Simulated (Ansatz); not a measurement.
Geometry optimisation, RKS PBE0/6-31G* (Ansatz 0.2.0).

The input (input.yaml):

```yaml
crystal:
  periodic: [false, false, false]
  atoms:
    - { symbol: B, position_ang: [0.0, 0.0, 0.0] }
    - { symbol: H, position_ang: [0.0, 0.0, 1.54] }
    - { symbol: "N", position_ang: [1.3423, 0.0, -0.775] }
    - { symbol: H, position_ang: [1.8089, -0.9179, -1.0268] }
    - { symbol: H, position_ang: [1.7937, 0.9179, -1.0532] }
    - { symbol: H, position_ang: [-1.0305, 0.0, -0.595] }
    - { symbol: Si, position_ang: [0.1008, 2.1328, 0.7095] }
    - { symbol: H, position_ang: [0.6771, 2.1737, 2.0503] }
    - { symbol: H, position_ang: [0.9351, 2.9107, -0.2019] }
    - { symbol: H, position_ang: [-1.2441, 2.7001, 0.741] }
    - { symbol: H, position_ang: [0.0412, 0.871, 1.6809] }
basis:
  gaussian: { orbitals: "6-31G*" }
hamiltonian:
  xc: pbe0
relax:
  f_tol: 0.15
  max_steps: 25
  restrain:
    - { distance: [0, 6], at: 1.95, k: 30.0 }
    - { distance: [10, 1], at: 0.66, k: 30.0 }
    - { distance: [0, 1], at: 2.39, k: 30.0 }
    - { distance: [10, 6], at: 2.66, k: 30.0 }
```

Launched with:

```bash
$ ansatz run input.yaml --threads 1 --pin off --max-ram 2048MiB --backend cpu --events-out ev --progress --plain --runs-dir out
```

Task: Where does it end, and by what steps?

Result: The run converged. The restraints hold the end off the free minimum; the threshold counts their pulls, which the force column leaves out. Restrained pairs: B1–Si7 (2.25 → 1.98 Å), H2–H11 (0.88 → 0.71 Å), B1–H2 (1.54 → 2.40 Å), Si7–H11 (1.59 → 2.67 Å). After 9 steps the energy has fallen by 4.251 eV (the restraints' own energy left out); H11 moved furthest, 0.79 Å.

```tsv
step	energy less start (eV)	largest force component (eV/Å)	accepted
0	0.0000	3.450	yes
1	-1.2295	4.478	yes
2	-2.1288	4.929	yes
3	-2.9868	3.442	yes
4	-3.7293	1.781	yes
5	-4.0891	1.052	yes
6	-4.1962	1.141	yes
7	-4.2385	1.505	yes
8	-4.2263	1.456	no
9	-4.2507	1.445	yes
```

```xyz
11
Properties=species:S:1:pos:R:3
B 0.155 0.520 -0.299
H -0.107 -0.392 1.903
N 1.338 0.034 -0.847
H 1.415 -0.890 -1.250
H 2.209 0.547 -0.863
H -0.810 -0.195 -0.376
Si 0.071 2.328 0.492
H 0.682 2.411 1.855
H 0.810 3.335 -0.338
H -1.329 2.834 0.620
H -0.011 0.257 2.173
```

The run took 17 s on 1 thread of Intel(R) Xeon(R) 6975P-C (Granite Rapids) (shared host), peak memory 0.15 GiB.
